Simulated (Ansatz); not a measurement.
Relaxation of AlBH$_{6}$Si (9 atoms, charge 0, multiplicity 1), to a largest force component of 0.02 eV/Å in at most 50 steps.

The calculation used RKS B3LYP/def2-SVP in Ansatz.

```xyz
9
Properties=species:S:1:pos:R:3
B -1.225 1.114 -1.656
Al 0.037 0.786 -0.013
Si 0.821 -1.216 1.115
H -1.740 0.247 -2.273
H -1.498 2.194 -2.046
H 0.585 2.116 0.651
H 2.154 -1.728 0.714
H -0.339 -0.659 -0.392
H 0.924 -1.115 2.590
```

Where does it end, and by what steps?

The run converged. After 15 steps the energy has fallen by 4.327 eV; H8 moved furthest, 1.89 Å. Parted: Al2–H8 (1.54 → 3.32 Å). Joined: Si3–H8 (1.98 → 1.50 Å).

```tsv
step	energy less start (eV)	largest force component (eV/Å)	accepted
0	0.0000	3.530	yes
1	-1.2513	2.692	yes
2	-2.1860	2.101	yes
3	-2.9501	1.577	yes
4	-3.4296	1.104	yes
5	-3.7111	0.778	yes
6	-3.8942	0.380	yes
7	-4.0377	0.242	yes
8	-4.1459	0.228	yes
9	-4.2195	0.222	yes
10	-4.2734	0.142	yes
11	-4.2964	0.358	yes
12	-4.2722	0.603	no
13	-4.3164	0.133	yes
14	-4.3247	0.038	yes
15	-4.3270	0.019	yes
```

```xyz
9
Properties=species:S:1:pos:R:3
B -1.071 1.280 -1.777
Al -0.151 1.122 0.120
Si 0.778 -1.048 0.881
H -2.252 1.073 -1.950
H -0.461 1.559 -2.786
H -0.062 2.378 1.101
H 1.929 -1.476 0.021
H -0.254 -2.130 0.785
H 1.264 -1.019 2.295
```

Run time: 35 s on 1 thread of Intel(R) Xeon(R) Platinum 8488C (Sapphire Rapids), with other jobs on the host, peak memory 0.17 GiB.
